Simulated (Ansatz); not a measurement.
# CCSD(T) against full CI for several species

Each species is computed at the geometry given (Å), with frozen cores, in Ansatz 0.2.0: RHF-CCSD(T) for singlets, UHF-CCSD(T) otherwise, and full CI in the same basis. The program picks the determinant by trial CCSD, so it needn't be the lowest Hartree–Fock solution. States: HSiP Σ⁺ or Δ, HB–BH Σg⁻ or Δg, HAl–AlH Σg⁻ or Δg. Cases whose determinant has another symmetry than full CI's state, or whose (Q) step broke down, weren't drawn.

Task: Judging by size, spin and bonding, rank them by the size of CCSD(T)'s error in total energy against full CI in the same basis, smallest first (an estimate).
A. HB–BH, triplet, 6-31G: B 0.000 0.000 0.763; B 0.000 0.000 -0.763; H 0.000 0.000 1.938; H 0.000 0.000 -1.938
B. HSiP, singlet, 6-31G: Si 0.000 0.000 0.154; P 0.000 0.000 -1.791; H 0.000 0.000 1.637
C. HAl–AlH, triplet, 6-31G: Al 0.000 0.000 1.150; Al 0.000 0.000 -1.150; H 0.000 0.000 2.725; H 0.000 0.000 -2.725

Result: A (22.9 meV), C (29.0 meV), B (53.6 meV).

```tsv
species	basis	correlated electrons	CCSD(T) − full CI (meV)	CCSDT(Q) − full CI (meV)	unpaired electrons (full CI)	T1	⟨S²⟩ of the determinant
HB–BH, triplet	6-31G	8	22.9	0.5	2.03	0.009	2.01
HAl–AlH, triplet	6-31G	8	29.0	1.9	2.06	0.014	2.03
HSiP, singlet	6-31G	10	53.6	0.4	0.21	0.019	0.00
```

Unpaired electrons are Σ n²(2−n)² over natural occupations; an open shell counts its own unpaired electrons too. Frozen cores follow each run's orbitals, which moves totals by a few meV.
